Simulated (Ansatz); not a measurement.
Fluorite SrCl₂

Computed with HSE06 (plane waves, PAW; Ansatz, a quantum-chemistry and plane-wave program).

Numerical settings: plane-wave cutoff 460 eV, 6×6×6 k mesh, Fermi–Dirac smearing 0.01 eV, scalar-relativistic PAW data made under PBE.

Cell: measured lattice: a = b = c = 6.9744 Å, α = β = γ = 90.00°.

```yaml
band_gap: 6.63 eV (on the SCF k mesh)
smallest_direct_gap_on_the_k_points_sampled: 6.82 eV
direct gap at Γ: 6.99 eV
```

Measured, for comparison: band gap 7.5 eV (temperature not stated, not corrected to a static lattice; as tabulated in Aguado et al. (1999), arXiv:cond-mat/9901145).

Note: cell and atoms aren't relaxed at this level (pressure 0.5 GPa).

Spin–orbit coupling is not included.

Static lattice: no zero-point or thermal effects.

Cost on a shared machine: around 90 core-seconds (rough).
